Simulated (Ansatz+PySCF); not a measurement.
Values are calculated unless marked as measured or tabulated.
Input for Ansatz (development build ahead of 0.2.0):

```yaml
crystal:
  periodic: [false, false, false]
  atoms:
    - { symbol: O, position_ang: [0.0, 0.0, -0.71296] }
    - { symbol: O, position_ang: [0.0, 0.0, 0.71296] }
basis:
  gaussian: { orbitals: STO-3G }
magnetization:
  initial_magnetization: 2
hamiltonian:
  xc: hf
correlation:
  method: mp2
  frozen_orbitals: { O: 1 }
scf:
  omitted_lower_state_checks: [stability, starts, atomic_configurations, cluster_reference, orbital_swaps, given_window_search, neighbouring_geometries, increment]
```

The input is written out in the form of the current development build from the run's settings. Correlation on restricted open-shell orbitals is semicanonical, with singles.

Results

- Converged: yes
- Reference energy: -147.56248 hartree
- Correlation energy: -0.17086 hartree
- Total energy: -147.73334 hartree
- Spin squared of the determinant: 2.000
- Occupied orbitals by symmetry in an Abelian subgroup (alpha; beta): 3 Ag 2 B1u 1 B2g 1 B2u 1 B3g 1 B3u; 3 Ag 2 B1u 1 B2u 1 B3u

The reference isn't the lowest determinant (another lies 1.54 eV lower), but the same method gives a higher total on the lower determinant. Caution: an unrestricted determinant lies well below.
